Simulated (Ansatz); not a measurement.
# BCl2: the cost of one run

Method: def2-QZVPP, core rule «outside noble gas», up to 11 orbitals frozen; program: Ansatz 0.2.0, Gaussian basis.

To be run: UHF; ROHF; CCSD(T) on UHF.

4 further runs of the same task are left out: 4 set aside as unsound or not needed.

**1. What is computed**

The geometry is a PBE0/def2-TZVP stationary point (not a proven minimum).

3 atoms, charge 0, spin multiplicity 2.

Atoms are counted from 1 here; the program's logs count them from 0.

Bond lengths: B1–Cl2 1.720 Å, B1–Cl3 1.720 Å. Angles: Cl2–B1–Cl3 125.4°.

**2. UHF**

in.yaml

```yaml
crystal:
  periodic: [false, false, false]
  atoms:
    - {symbol: B, position_ang: [0.000000, -0.684100, 0.000000]}
    - {symbol: Cl, position_ang: [0.000000, 0.104304, -1.528646]}
    - {symbol: Cl, position_ang: [0.000000, 0.104304, 1.528646]}
basis:
  gaussian: {orbitals: "def2-QZVPP.json"}
magnetization: {spin_polarized: true, initial_magnetization: 1}
hamiltonian: {xc: hf}
output: {orbitals: {seedname: orbitals}}
```

On the command line:

```console
ansatz run in.yaml --threads 1 --pin off --events-out ev --progress --plain --max-ram 2393MiB
```

What time and memory should one allow on 1 thread of Arm Neoverse N1, shared host?

About 9.5 s, with a peak of 0.43 GiB.
